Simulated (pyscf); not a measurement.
Thermochemistry of product channels of `[OH][Ga]([F])[F]` + `[H][H]` on the singlet surface, in kcal/mol, from ωB97M-D3(BJ)/def2-TZVP energies (ideal gas, 1 atm, RRHO with modes under 100 cm⁻¹ raised to 100, one conformer, R ln 2 for chiral ones without a mode under 150 cm⁻¹). Optimised with ωB97X-D3(BJ)/def2-SVP in PySCF.

```
products                    ΔE  ΔH(298 K)  ΔG(298 K)  ΔG(600 K)
-----------------------  -----  ---------  ---------  ---------
`[OH2]` + `[F][GaH][F]`   +4.2       +6.6       +5.0       +3.7
`[OH][GaH][F]` + `[FH]`  +10.2      +12.2      +10.9       +9.8
```

These are energies of the channels, which say nothing of barriers. Elements up to Kr have no core potential and no relativistic terms here.
